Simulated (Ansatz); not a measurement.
Coupled-cluster run, `CO/C=C(\O)Cl`.

```yaml
crystal:
  periodic: [false, false, false]
  atoms:
    - {symbol: C, position_ang: [-0.225909, -0.906599, -1.340996]}
    - {symbol: O, position_ang: [-0.795367, 0.364982, -1.096708]}
    - {symbol: C, position_ang: [-0.601961, 0.955922, 0.096460]}
    - {symbol: C, position_ang: [0.289564, 0.684834, 1.050356]}
    - {symbol: O, position_ang: [1.297032, -0.214454, 0.975654]}
    - {symbol: Cl, position_ang: [0.259001, 1.622529, 2.512878]}
    - {symbol: H, position_ang: [-0.630550, -1.232220, -2.298204]}
    - {symbol: H, position_ang: [-0.513071, -1.618364, -0.561719]}
    - {symbol: H, position_ang: [0.862901, -0.858786, -1.396915]}
    - {symbol: H, position_ang: [-1.274612, 1.788973, 0.247590]}
    - {symbol: H, position_ang: [1.398372, -0.643815, 1.832203]}
basis:
  gaussian: {orbitals: def2-TZVPP}
correlation: {method: ccsd_t}
```

```sh
$ ansatz run in.yaml --threads 4 --pin off --events-out ev --progress --plain --max-ram 10444MiB
```

The program prints (abridged):

```
Functional definition: HF
1636 factors; integrals over basis functions are off by at most 1.1e-3 eV
mean field evaluation 1: about -19746.2676 eV, gradient 3.9e1 eV
mean field evaluation 2: about -19746.6756 eV, gradient 3.9e1 eV
mean field evaluation 4: about -19750.1201 eV, gradient 5.1e0 eV
mean field evaluation 8: about -19750.2060 eV, gradient 4.8e-1 eV
mean field evaluation 16: about -19750.2073 eV, gradient 1.7e-6 eV
mean field -19750.20733217 eV, -725.8067322859 hartree, gradient 1.7e-6 eV, S^2 0.000000; 0 other end points of the search recorded, 0 dependent functions left out
10 core orbitals not correlated: weight in the atoms' cores, before any rotation towards them, 1.000 or more for the frozen orbitals, at most 0.000 for the correlated occupied ones
reference -19750.20733217 eV, -725.8067322859 hartree; 18, 18 occupied and 239, 239 virtual orbitals, 1636 factors
second order -31.39444513 eV of doubles, -0.00000000 eV of singles
cycle   1  -31.50108458 eV  change   -1.1e-1 eV  update   1.2e-1
cycle   2  -32.23704355 eV  change   -7.4e-1 eV  update   3.7e-2
cycle   3  -32.42333355 eV  change   -1.9e-1 eV  update   1.9e-2
cycle   4  -32.41042770 eV  change    1.3e-2 eV  update   4.7e-3
cycle   5  -32.40795451 eV  change    2.5e-3 eV  update   2.2e-3
cycle   6  -32.40937077 eV  change   -1.4e-3 eV  update   7.3e-4
cycle   7  -32.40905653 eV  change    3.1e-4 eV  update   3.0e-4
cycle   8  -32.40887043 eV  change    1.9e-4 eV  update   1.2e-4
cycle   9  -32.40890588 eV  change   -3.5e-5 eV  update   4.6e-5
cycle  10  -32.40890615 eV  change   -2.8e-7 eV  update   1.8e-5
perturbative correction -1.39798583 eV, -0.0513750316 hartree
Total energy: -19784.01422415 eV, -727.0491126512 hartree
```

It took 5.1 min on 4 threads of an Arm Neoverse V1 on a shared host, with 7.2 GiB of host memory at the peak.

MP2 recovers 92.9 % of the CCSD(T) correlation energy and the triples give 4.1 %; T1 = 0.0121.
